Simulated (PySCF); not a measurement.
Aluminium: a sound run and one with changed settings

Sound run: Al [Ne] 3s2 3p1, Al+ [Ne] 3s2. Calculation: PySCF 2.14, in cc-pV(D+d)Z (4s3p2d, 23 functions); no relativity, point nucleus. In the sound run the correlated levels freeze [Ne]. The sound run starts from symmetry-adapted Hartree-Fock orbitals and uses a fine grid where one is needed.

Changed run: a valence shell is frozen. This setting is unsound on purpose.

Ionisation energy of Al:

```
 method  sound run (eV)  changed run (eV)
    UHF           5.586             5.586
    MP2           5.738             5.586
SCS-MP2           5.718             5.586
   CCSD           5.829             5.586
CCSD(T)           5.848             5.586
  CCSDT             n/a             5.586
    FCI             n/a             5.586
```

Freezing a valence shell removes pair correlation that changes on ionisation.

For comparison, NIST gives 5.986 eV between the lowest levels.
